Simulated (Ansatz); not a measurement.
Reaction (SMILES): COC [methoxymethane] + H+ -> C[OH+]C (at O, the best of the heteroatom sites tried; carbon was not tried)

Quantity: proton affinity (enthalpy at 298 K), in kcal/mol. Positive where the reaction releases energy. Set-up: LANL2DZ all-electron up to Ne; valence correlation only; spin-orbit terms left out; six Cartesian d functions in 6-31G* and its kin unless marked 5d; 6-311+G** with 5d; non-relativistic. CBS(X,Y): correlation extrapolated as X^-3; Hartree-Fock from the larger set. The bracket is a focal-point correction in the basis named. Ab initio and DFT rows: single points at B3LYP-D3(BJ) geometries (Ansatz, a quantum-chemistry and plane-wave program), with unscaled harmonic terms from B3LYP/6-31G* at its own minima.

Coupled cluster (Ansatz) is a level with limits of its own, used here on species with T1 under 0.025 (0.045 for open shells) and stable references: RI-MP2/CBS(cc-pVTZ,cc-pVQZ)+[CCSD(T)-MP2]/cc-pVTZ.

Value to compare with, RI-MP2/CBS(cc-pVTZ,cc-pVQZ)+[CCSD(T)-MP2]/cc-pVTZ (Ansatz): 189.4 kcal/mol.

```csv
level,program,proton affinity (enthalpy at 298 K) (kcal/mol),difference
HF/STO-3G,Ansatz,238.9,49.5
HF/3-21G,Ansatz,204.4,15.0
HF/LANL2DZ,Ansatz,197.9,8.5
HF/6-31G*,Ansatz,192.2,2.8
HF/6-311+G**,Ansatz,194.9,5.5
```

Among the 5 habitual levels, HF/STO-3G lies farthest from RI-MP2/CBS(cc-pVTZ,cc-pVQZ)+[CCSD(T)-MP2]/cc-pVTZ (Ansatz) (49.5 kcal/mol) and HF/6-31G* nearest (2.8); 5 of 5 lie above it, and their mean absolute difference is 16.3 kcal/mol, the median 8.5. One case shows no general order.

The sets are all those run for this method; runs whose electronic state is in doubt are left out.
